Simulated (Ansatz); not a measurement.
BN: pressure series

The parent structure is BN in the zinc blende structure (space group F-43m, No. 216; a = 3.6247 Å).

Cell and atoms are relaxed at each pressure.

Calculations: Ansatz (a quantum-chemistry and plane-wave program) PBE, no spin-orbit coupling.

```csv
P (GPa),V (Å³/atom)
-2.00,5.985
-1.00,5.969
0.29,5.948
0.69,5.942
1.48,5.929
3.00,5.906
5.00,5.875
7.50,5.838
10.00,5.802
```

A third-order Birch–Murnaghan fit to these points gives V₀ = 5.95 Å³/atom, B₀ = 371 GPa and B₀′ = 3.7. At pressure 10 GPa the volume is 97.5 % of V₀.

Measured bulk modulus of BN: 410.2 GPa (static lattice; corrected from measurement; as listed in Daniel Mejia-Rodriguez, S. B. Trickey, Phys. Rev. B (2018)); the computed value is 9 % below it.

Load acts through the strain it causes; cell and atoms are relaxed under it. Stability against distortions was not tested. Competing high-pressure phases were not computed.
